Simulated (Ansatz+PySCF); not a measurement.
Values are calculated unless marked as measured or tabulated.
## Ansatz (development build ahead of 0.2.0) run

```yaml
crystal:
  periodic: [false, false, false]
  atoms:
    - { symbol: C, position_ang: [0.0, 0.0, -2.23297] }
    - { symbol: S, position_ang: [0.0, 0.0, 0.83736] }
basis:
  gaussian: { orbitals: cc-pVDZ }
hamiltonian:
  xc: hf
correlation:
  method: mp2
  frozen_orbitals: { C: 1, S: 5 }
scf:
  omitted_lower_state_checks: [stability, starts, atomic_configurations, cluster_reference, orbital_swaps, given_window_search, neighbouring_geometries, increment]
```

The input is written out in the form of the current development build from the run's settings.

Output:

* Converged: yes
* Reference energy: -435.03096 hartree
* Correlation energy: -0.16863 hartree
* Total energy: -435.19959 hartree
* Spin squared of the determinant: 0.000
* Occupied orbitals by symmetry in an Abelian subgroup (alpha; beta): 7 A1 2 B1 2 B2; 7 A1 2 B1 2 B2

Caution: bonds are stretched, where a single reference can fail; an unrestricted determinant lies well below.
